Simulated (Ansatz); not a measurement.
Cost and result up the ladder for BCl2H (BHCl₂) (4 atoms). Charge 0, multiplicity 1. Geometry: r2SCAN-D4/def2-TZVP.

```xyz
4

B     0.018   -0.056    0.120
Cl   -1.155   -0.725   -0.975
Cl    0.957    1.337   -0.328
H     0.180   -0.555    1.183
```

Ansatz on 2 threads of Arm Neoverse V2 on a shared host. Times are rough, and most runs start from the orbitals of an earlier one. ωB97M-V/def2-TZVP serves as the yardstick here, not as an exact answer. Differences are given only for rows in sets of like size (and for xTB, whose basis is part of the method), since another set adds its own error. Binding counts from free atoms at the same level (B doublet, Cl doublet, H doublet; other spins of the atoms weren't run), without zero-point energy or a counterpoise term.

LC-ωPBE has ω = 0.4 bohr⁻¹. B3LYP takes the VWN-RPA correlation. Correlated methods freeze 11 core orbitals.

Correlated methods converge slowly with the basis (MP2 moves by 0.07 eV from def2-TZVP to def2-QZVPP here).

| level | functions | binding energy per atom (eV) | difference from ωB97M-V/def2-TZVP (eV) |
| --- | --- | --- | --- |
| B3LYP-D4/6-31G | 37 | 3.12 | – |
| CAM-B3LYP-D4/def2-TZVP | 111 | 3.39 | -0.05 |
| PBE-D4/def2-SVP | 55 | 3.55 | – |
| LC-ωPBE/def2-TZVP | 111 | 3.39 | -0.06 |
| ωB97M-V/def2-TZVP | 111 | 3.44 | 0.00 |
| ωB97X-V/def2-TZVP | 111 | 3.42 | -0.03 |
| r2SCAN0-D4/def2-TZVP | 111 | 3.41 | -0.03 |
| BLYP-D4/def2-TZVP | 111 | 3.37 | -0.07 |
| PBE0-D4/def2-TZVP | 111 | 3.45 | 0.01 |
| HF/def2-TZVP | 111 | 2.65 | -0.80 |
| PBE-D4/def2-TZVP (with forces) | 111 | 3.50 | 0.06 |
| PBE0-D4/def2-SVP | 55 | 3.49 | – |
| MP2/def2-TZVP | 111 | 3.42 | -0.02 |
| revPBE-D4/def2-TZVP | 111 | 3.41 | -0.03 |

Task: Estimate how long each takes.

Result: HF/def2-TZVP 0.4 s; PBE-D4/def2-SVP 0.4 s; B3LYP-D4/6-31G 0.4 s; PBE0-D4/def2-SVP 0.45 s; MP2/def2-TZVP 0.5 s; revPBE-D4/def2-TZVP 0.7 s; BLYP-D4/def2-TZVP 0.75 s; LC-ωPBE/def2-TZVP 0.9 s; PBE0-D4/def2-TZVP 1.1 s; PBE-D4/def2-TZVP (with forces) 1.2 s; CAM-B3LYP-D4/def2-TZVP 1.4 s; r2SCAN0-D4/def2-TZVP 1.8 s; ωB97X-V/def2-TZVP 2.4 s; ωB97M-V/def2-TZVP 2.6 s. On shared hardware such times vary by a factor of up to 3.
